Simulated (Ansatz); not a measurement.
# BN2H5 (SMILES NBN): r2SCAN0/6-311+G(d,p)

Aim: the vertical electron affinity of BN2H5 at r2SCAN0/6-311+G**, from 2 runs. 

The calculation is run with Ansatz 0.2.0.

41 further runs of the same task are left out: 41 set aside as unsound or not needed.

### Step 1. The system as given

BN2H5 has 8 atoms, charge 0, and is taken as a singlet. As SMILES, `NBN`. The shape is that of a PBE0-D4/def2-TZVP optimisation.

Bond lengths: N1–B2 1.409 Å, B2–N3 1.409 Å, N1–H4 1.005 Å, N1–H5 1.002 Å, B2–H6 1.200 Å, N3–H7 1.003 Å, N3–H8 1.005 Å. Angles: N1–B2–N3 122.9°, N1–B2–H6 118.5°, N3–B2–H6 118.5°, B2–N1–H4 124.5°, B2–N1–H5 121.9°, B2–N3–H7 121.9°, B2–N3–H8 124.5°, H4–N1–H5 113.6°, H7–N3–H8 113.6°.

### Step 2. The energy at r2SCAN0/6-311+G(d,p)

Contents of input.yaml:

```yaml
crystal:
  periodic: [false, false, false]
  atoms:
    - {symbol: N, position_ang: [-0.971000, 0.516500, -0.581100]}
    - {symbol: B, position_ang: [0.194200, 0.386600, 0.200500]}
    - {symbol: "N", position_ang: [0.848200, -0.845200, 0.401400]}
    - {symbol: H, position_ang: [-1.426800, -0.244500, -1.053400]}
    - {symbol: H, position_ang: [-1.423900, 1.400900, -0.713700]}
    - {symbol: H, position_ang: [0.649700, 1.368600, 0.718000]}
    - {symbol: H, position_ang: [1.676700, -0.919800, 0.960900]}
    - {symbol: H, position_ang: [0.545000, -1.720300, 0.011600]}
basis:
  gaussian:
    orbitals: 6-311+G_st__st_.json
hamiltonian:
  xc: {name: r2SCAN0}
accuracy: high
output: {orbitals: {seedname: orbitals}}
```

The basis set 6-311+G** is read from a file made from the Basis Set Exchange's data (not shown).

Command:

```bash
$ ansatz run input.yaml --threads 1 --pin off --max-ram 3480MiB --events-out events.jsonl --progress --plain --runs-dir runs
```

The log of the run:

```text
Warning: RAYON_NUM_THREADS=1 ignored (pool sized by the plan → 1); use --threads N
Functional definition: r2SCAN0
  name "r2SCAN0"
  parameter a = 0.25
  parameter k0 = 0.174
  parameter k1 = 0.065
  parameter a1 = 4.9479
  exchange = (1 - a)*r2scan_x(k0 = k0, k1 = k1, a1 = a1) + a*exact_x
  correlation = r2scan_c
1919 factors; integrals over basis functions are off by at most 3.4e-9 eV
mean field evaluation 1: about -3728.7139 eV, gradient 7.2e1 eV
mean field evaluation 2: about -3723.1306 eV, gradient 8.5e1 eV
mean field evaluation 4: about -3738.6420 eV, gradient 1.3e0 eV
mean field evaluation 8: about -3738.6424 eV, gradient 1.0e-2 eV
mean field evaluation 16: about -3738.6424 eV, gradient 6.1e-8 eV
mean field -3738.64236864 eV, -137.3925729046 hartree, gradient 6.2e-8 eV, S^2 0.000000; 0 other end points of the search recorded, 0 dependent functions left out
reference -3738.64236970 eV, -137.3925729438 hartree; 12, 12 occupied and 84, 84 virtual orbitals, 1919 factors
Total energy: -3738.64236970 eV, -137.3925729438 hartree
```

It took 4.5 s on 1 thread of Intel Xeon 6975P-C (Granite Rapids), shared host; peak memory 0.31 GiB.

### Step 3. The doublet anion, same level

Contents of input.yaml:

```yaml
basis:
  gaussian: {orbitals: 6-311+G_st__st_.json}
crystal:
  periodic: [false, false, false]
  atoms:
    - {symbol: N, position_ang: [-0.971000, 0.516500, -0.581100]}
    - {symbol: B, position_ang: [0.194200, 0.386600, 0.200500]}
    - {symbol: N, position_ang: [0.848200, -0.845200, 0.401400]}
    - {symbol: H, position_ang: [-1.426800, -0.244500, -1.053400]}
    - {symbol: H, position_ang: [-1.423900, 1.400900, -0.713700]}
    - {symbol: H, position_ang: [0.649700, 1.368600, 0.718000]}
    - {symbol: H, position_ang: [1.676700, -0.919800, 0.960900]}
    - {symbol: H, position_ang: [0.545000, -1.720300, 0.011600]}
total_charge: -1
magnetization: {spin_polarized: true, initial_magnetization: 1}
hamiltonian: {xc: {name: r2SCAN0}}
accuracy: high
output: {orbitals: {seedname: orbitals}}
```

The basis set 6-311+G** is read from a file made from the Basis Set Exchange's data (not shown).

Command:

```bash
$ ansatz run input.yaml --threads 1 --pin off --max-ram 3480MiB --events-out events.jsonl --progress --plain --runs-dir runs
```

The log of the run (excerpt; [...] marks lines left out):

```text
Warning: RAYON_NUM_THREADS=1 ignored (pool sized by the plan → 1); use --threads N
[... 8 set-up lines as earlier in the session ...]
1919 factors; integrals over basis functions are off by at most 3.4e-9 eV
mean field evaluation 1: about -3734.1101 eV, gradient 2.8e1 eV
mean field evaluation 2: about -3732.0345 eV, gradient 3.6e1 eV
mean field evaluation 4: about -3737.3883 eV, gradient 6.3e-1 eV
mean field evaluation 8: about -3737.5746 eV, gradient 2.2e-1 eV
mean field evaluation 16: about -3737.5779 eV, gradient 6.0e-3 eV
mean field evaluation 32: about -3737.5779 eV, gradient 2.3e-7 eV
mean field evaluation 64: about -3737.1116 eV, gradient 9.8e-1 eV
mean field -3737.57789991 eV, -137.3534544005 hartree, gradient 7.2e-8 eV, S^2 0.750180; 7 other end points of the search recorded, 0 dependent functions left out
reference -3737.57791063 eV, -137.3534547945 hartree; 13, 12 occupied and 83, 84 virtual orbitals, 1919 factors
Total energy: -3737.57791063 eV, -137.3534547945 hartree
```

Run time: 35 s. Hardware: 1 thread of Intel Xeon 6975P-C (Granite Rapids), shared host; peak memory 0.54 GiB.

### Step 4. Results

Level: r2SCAN0/6-311+G**.

| quantity | value |
| --- | --- |
| singlet BN2H5: total energy | -137.39257 Eh |
| singlet BN2H5: HOMO energy | -7.12 eV |
| singlet BN2H5: LUMO energy | 0.61 eV |
| singlet BN2H5: HOMO–LUMO gap | 7.73 eV |
| doublet anion: total energy | -137.35345 Eh |
| doublet anion: HOMO energy (highest over α and β) | 2.06 eV |
| doublet anion: LUMO energy (lowest over α and β) | 3.21 eV |
| doublet anion: ⟨S²⟩ | 0.750 |
| vertical electron affinity (to the doublet anion) | -1.064 eV |

The anion lies 1.06 eV (25 kcal/mol) above the neutral: the electron isn't bound at this level, and such a value depends on the basis. The HOMO (doublet anion) lies at positive energy, 2.06 eV; only total energies tell whether the electron is bound.
